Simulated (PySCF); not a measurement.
Published values to compare with (the computed states carry no symmetry labels, so the two lists aren't matched line by line):

```json
{"state": "3B2(π→π*)", "E (eV)": "2.47", "f": "", "kind of transition": "vertical absorption", "source": "[1]"}
{"state": "1B2(π→π*)", "E (eV)": "3.64", "f": "1.182", "kind of transition": "vertical absorption", "source": "[1]"}
```

[1] computed, theoretical best estimate (aug-cc-pVTZ, frozen core, CC3 geometry), gas; Veril, Scemama, Caffarel, Lipparini, Boggio-Pasqua, Jacquemin, Loos, WIREs Comput. Mol. Sci. 2021, 11, e1517 (QUESTDB)

Species: streptocyanine-5, C₅H₉N₂ (charge +1).
SMILES: `N/C=C/C=C/C=[NH2+]`

The calculation used TDDFT PBE0/def2-SVPD, vertical, gas phase, core orbitals frozen in the response in PySCF 2.14.0, density-fitted response routines. The structure is a single GFN2-xTB conformer in the gas phase; no vibrational or solvent corrections. Torsions of this conformer, `[NH2:1]/[CH:2]=[CH:3]/[CH:4]=[CH:5]/[CH:6]=[NH2+:7]`: C2–C3–C4–C5 180°, C4–C5–C6–N7 180°, H–N1–C2–C3 0°, H–N1–C2–C3 180°.

Computed singlets: 4.16 eV (f 1.162); 6.03 eV (f 0.023); 6.48 eV (f 0.000); 6.54 eV (f 0.000); 6.59 eV (f 0.000); 6.65 eV (f 0.001); 6.79 eV (f 0.000); 6.87 eV (f 0.000). Computed triplets (Tamm–Dancoff): 2.15, 4.36, 4.83 eV.

Problem. How does the lowest computed triplet compare with the best estimate listed for the lowest triplet (vertical absorption)?

Solution. 2.15 eV against 2.47 eV for 3B2(π→π*) [1]: a difference of -0.32 eV. Geometry and basis of the two calculations needn't be the same.
